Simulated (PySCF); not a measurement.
Gas-phase reaction: 3 NH + c-Si3H6 ⇌ 3 HSiNH2

Computed with PySCF and rigid-rotor harmonic-oscillator thermochemistry at 1 bar. † marks an energy on the PBE0/def2-TZVP geometry and frequencies; other levels use their own. MP2 freezes the core. 6-31G* has spherical d functions here. Open shells (unrestricted): NH (multiplicity 3); the rest are closed-shell singlets. B3LYP is the form with VWN-RPA correlation. c-Si3H6, HSiNH2: computed as isolated molecules; such fragments, hydroxides, amides, oligomers or adducts are transient or little studied in the gas. MP2 isn't extrapolated to the basis-set limit; its ΔH°(298 K) is -957.1 kJ in def2-SVP and -1025.9 kJ in def2-TZVPP. The harmonic model lacks anharmonicity and excited electronic states, which grow with temperature; levels with a mode under 35 cm⁻¹ are left out. Internal rotation in HSiNH2 is treated as a harmonic vibration of one conformer, which makes the entropy rough.

```
level               ΔE electronic, kJ  ΔH°(298 K), kJ  ΔS°(298 K), J/K  ΔG°(1800 K), kJ
------------------  -----------------  --------------  ---------------  ---------------
B3LYP/def2-TZVP†                -1051            -987             -115             -729
BLYP/def2-TZVP†                 -1086           -1022             -115             -764
HF/6-31G*                        -535            -467             -106             -226
MP2/def2-SVP†                   -1021            -957             -115             -699
MP2/def2-TZVPP†                 -1090           -1026             -115             -768
PBE/def2-TZVP†                  -1069           -1005             -115             -747
PBE0/def2-QZVP†                 -1011            -947             -115             -689
PBE0/def2-SVP†                   -998            -934             -115             -677
LDA/def2-TZVP†                  -1270           -1206             -115             -948
ωB97X-V/def2-TZVP†              -1029            -966             -115             -708
```
ΔH° is lowest at LDA/def2-TZVP† and highest at HF/6-31G*. No reference value is set beside these.
